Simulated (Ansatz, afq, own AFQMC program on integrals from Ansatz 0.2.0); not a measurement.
AFQMC on a folder of integrals that Ansatz 0.2.0 wrote.

```yaml
crystal:
  periodic: [false, false, false]
  atoms:
    - {symbol: Br, position_ang: [0.000000, 0.000000, -1.606667]}
    - {symbol: H, position_ang: [0.000000, 0.000000, 0.110333]}
    - {symbol: O, position_ang: [0.000000, 0.000000, 1.496333]}
basis:
  gaussian: {orbitals: cc-pVTZ}
magnetization: {spin_polarized: true, initial_magnetization: 2}
correlation: {method: ccsd_t, electrons: outside_noble_gas, hamiltonian_folder: ham}
```

```sh
$ ansatz run in.yaml --threads 1 --pin off --events-out ev --progress --plain --max-ram 24576MiB --backend cuda --devices 0, --max-vram 18GiB
```

Options of the walk:

```
--method phaseless --trial cisd --walkers 2600 --populations 20 --least-time 60 --time-step 0.005 --steps-per-block 50 --equilibration-blocks 28 --max-blocks 4000 --target-error 0.00022 --factor-cut 1e-05 --start spin_pure --seed 6275 --release-times 0.24,0.51,0.99,1.62,2.4 --release-step 0.03 --release-every 3 --taylor-order 6
```

Times are imaginary, in 1/Eh. The walk had a cap of 245 s. With eight or more populations the least sampling time is a fifth of least-time, and the error comes from their spread. Filled inner d shells are frozen with the cores.

afq prints:

```
orbitals 72  electrons 8 6  factors 476 of 540
reference energy -2647.81504486 Eh
CCSD correlation -0.37005401 Eh in 14 cycles, weight of the determinant in the CISD state 0.8602
energy of the start -2648.178234 Eh
 block  time / (1/Eh)  mean weight  energy / Eh
     1     0.250  0.9999  -2648.178963
     2     0.500  0.9996  -2648.184983
     3     0.750  0.9999  -2648.189088
     4     1.000  1.0001  -2648.192933
     5     1.250  0.9997  -2648.194731
     7     1.750  0.9999  -2648.196902
     9     2.250  1.0000  -2648.197741
    11     2.750  0.9994  -2648.200024
    15     3.750  1.0006  -2648.199415
    17     4.250  0.9997  -2648.199548
    19     4.750  0.9998  -2648.198539
    23     5.750  1.0003  -2648.198417
    27     6.750  0.9999  -2648.198226
    31     7.750  0.9996  -2648.197864
    35     8.750  0.9995  -2648.197755
    39     9.750  0.9995  -2648.197841
    43    10.750  1.0000  -2648.198388
    47    11.750  1.0003  -2648.198460
    51    12.750  0.9998  -2648.198106
    55    13.750  0.9995  -2648.197888
    59    14.750  1.0004  -2648.197233
    63    15.750  1.0000  -2648.196706
    67    16.750  1.0002  -2648.198183
    71    17.750  1.0005  -2648.198400
    75    18.750  0.9997  -2648.198320
    79    19.750  1.0002  -2648.198986
    83    20.750  0.9999  -2648.194988
    87    21.750  1.0000  -2648.197757
error from the spread of 20 populations
released: time / (1/Eh)  energy / Eh  error  mean overlap
  0.24  -2648.198384  0.000146  0.9969
  0.51  -2648.198879  0.000169  0.9932
  0.99  -2648.199217  0.000137  0.9869
  1.62  -2648.198966  0.000313  0.9778
  2.40  -2648.199956  0.000357  0.9604
energy -2648.197845 +/- 0.000151 Eh
(rows thinned)
```

The run passed its tests (sampling time, drift between the halves within three errors, error under three times the target), which doesn't prove that it has relaxed.

Against this walk (error 4.1 meV) on the same determinant: CCSD(T) 9.2 meV higher, CCSDT(Q) 44.1 meV lower. The error is statistical and leaves out the bias of the constraint. The determinant has ⟨S²⟩ = 2.11, so the low cluster orders mix in higher spin (the high orders can go on to a lower state of that spin), while the walk starts as a pure triplet. The released energies are still falling (meV from the phaseless value at times in 1/Eh: -15 ± 4 at 0.24, -28 ± 5 at 0.51, -37 ± 4 at 0.99, -30 ± 9 at 1.62, -57 ± 10 at 2.40), so they give no level; they do show a bias of the constraint, and the last of them that isn't too noisy lies 7 meV above CCSDT(Q). CCSDT(Q) is the surest value here, so the walk's 44 meV above it is most likely the bias of the constraint with this trial, which can have either sign.

Cautions: constraint bias not in the error; no relativity below Rb; no spin-orbit coupling; inner d shell frozen; lower spins were not checked; the search met a lower determinant of the same kind, perhaps of another symmetry (115 meV lower); unrestricted determinant spin contaminated (⟨S²⟩ 2.11 against 2.00).

The walk took 110 s on 1 × NVIDIA H100 80GB HBM3 with 2 threads of AMD EPYC 7R13 Processor (Zen 3), with other jobs on the host (the card was shared). The log's last line is the phaseless energy.

CCSDT and higher add their correlation energy to the determinant of the CCSD(T) run, since their own runs factorise the integrals more tightly (a shift of under 2 meV). A walk keeps the symmetry of its determinant, which the program's search chose and which needn't be the lowest solution, so a lower state of the same spin and another symmetry isn't excluded.
